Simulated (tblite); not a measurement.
# CH7NO: the cost of one run

Programs: tblite 0.8.0 and PySCF 2.14.0. All values are calculated, for the isolated system unless a continuum is named. Atoms count from 0, parts from 1.

## (1) The system as given

10 atoms, charge 0, multiplicity 1; geometry: rigid parts in contact. Parts: 1 = atoms 0–5, `CO`, charge 0; 2 = atoms 6–9, `N`, charge 0.

## (2) Bringing the parts together with GFN2-xTB

The job: settings as JSON, then the geometry in Å.

```
{"job": {"kind": "dock", "xc": "GFN2-xTB", "basis": "xTB"}, "charge": 0, "multiplicity": 1, "parts": [{"atoms": "0-5", "charge": 0, "multiplicity": 1}, {"atoms": "6-9", "charge": 0, "multiplicity": 1}]}
C     -0.360059     0.025367     0.038504
O      0.969753    -0.224263     0.421947
H     -0.976581    -0.173224     0.913137
H     -0.504729     1.067012    -0.268313
H     -0.677929    -0.634298    -0.776287
H      1.549545    -0.060594    -0.328988
N      2.207931    -0.772696    -2.244724
H      2.851761     0.008778    -2.227279
H      2.218585    -1.199801    -1.326626
H      2.567297    -1.452371    -2.903797
```

Method: GFN2-xTB search for minima from random contacts, gas phase.

Started as:

```sh
> OMP_NUM_THREADS=1 python cluster_run.py task.json out
```

One launch serves the whole session: the jobs run in the order shown.

**Question.** How long does this first job take on 1 thread of Arm Neoverse V2, shared host?

About 3.3 s.
